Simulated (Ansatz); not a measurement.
C3H5NS can be A, `CC1=C(N)S1`, or B, `CSC1C=N1`.

Gas-phase electronic energies from Ansatz, PBE0-D4/def2-TZVP geometries. CCSD(T)/CBS adds triple-zeta CCSD(T) − MP2 to the extrapolated MP2 energy (def2 sets, frozen cores). Functionals use def2-TZVPP. B3LYP here is the variant with VWN-RPA as its local correlation; programs differ in this. Each species was taken in one conformer, which may not be the lowest.

Q: Which is lower in electronic energy at CCSD(T)/CBS, and by how much? (An estimate is asked.)

A: Ansatz gave: A, by 0.7 kcal/mol.

Q: Give E(B) − E(A) in kcal/mol with B3LYP-D4, MP2/def2-TZVPP, r2SCAN-D4, PBE0-D4, B3LYP, CCSD/def2-TZVPP, PBE-D4. (An estimate is asked.)

A: Computed: B3LYP-D4 3.2, MP2/def2-TZVPP 1.2, r2SCAN-D4 2.7, PBE0-D4 3.7, B3LYP 3.3, CCSD/def2-TZVPP -0.9, PBE-D4 3.8. The order is the other way round with CCSD/def2-TZVPP.

Largest T1 diagnostic: 0.012.
